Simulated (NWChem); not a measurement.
System: acetylene (C2H2); SMILES C#C

```xyz
4

C      0.0000     0.0000    -0.6026
C      0.0000     0.0000     0.6026
H      0.0000     0.0000    -1.6690
H      0.0000     0.0000     1.6690
```
Atoms are numbered in this order, from 1.

All runs use the structure optimised with B3LYP/6-31G* (spherical d).

Split the isotropic spin-spin couplings (Hz) from PBE/pcJ-1 (NWChem) into Fermi-contact, spin-dipolar, paramagnetic and diamagnetic spin-orbit terms, for the pairs 1–2, 1–3, 2–3.


```csv
pair,FC,SD,PSO,DSO,total
13C(1)–13C(2),180.77,11.63,7.08,0.02,199.50
13C(1)–1H(3),250.40,0.78,-0.51,0.33,251.00
13C(2)–1H(3),47.02,0.87,5.48,-1.33,52.03
```
